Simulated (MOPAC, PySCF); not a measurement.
CH$_{2}$O, SMILES `C=O`, neutral singlet in the gas phase. 

Cartesian coordinates (Å):
```xyz
4

C     -0.0048     0.0006     0.0007
O      1.1698    -0.1447    -0.1676
H     -0.6997    -0.8605     0.0708
H     -0.4653     1.0047     0.0961
```
Charge 0, spin multiplicity 1.

All levels are single points at this geometry (PBE0-D3(BJ)/def2-TZVP); Pople sets use spherical d functions. Orbital energies aren't observables, and empty levels follow the basis.

```json
[
 {"level": "PBE-D3(BJ)/def2-TZVP in PySCF", "HOMO (eV)": "-6.18", "LUMO (eV)": "-2.51", "gap (eV)": "3.68", "dipole (D)": "2.13", "vertical IE, Delta-SCF (eV)": "–"},
 {"level": "PBE0-D3(BJ)/def2-TZVP in PySCF", "HOMO (eV)": "-7.82", "LUMO (eV)": "-1.24", "gap (eV)": "6.57", "dipole (D)": "2.31", "vertical IE, Delta-SCF (eV)": "–"},
 {"level": "BP86/6-31G* in PySCF", "HOMO (eV)": "-5.97", "LUMO (eV)": "-2.15", "gap (eV)": "3.81", "dipole (D)": "1.98", "vertical IE, Delta-SCF (eV)": "–"},
 {"level": "M06-2X/6-31G* in PySCF", "HOMO (eV)": "-9.19", "LUMO (eV)": "0.45", "gap (eV)": "9.64", "dipole (D)": "2.24", "vertical IE, Delta-SCF (eV)": "–"},
 {"level": "PBE/6-31G* in PySCF", "HOMO (eV)": "-5.83", "LUMO (eV)": "-2.05", "gap (eV)": "3.78", "dipole (D)": "1.96", "vertical IE, Delta-SCF (eV)": "10.56"},
 {"level": "AM1 in MOPAC", "HOMO (eV)": "-10.71", "LUMO (eV)": "0.98", "gap (eV)": "11.70", "dipole (D)": "2.16", "vertical IE, Delta-SCF (eV)": "–"}
]
```
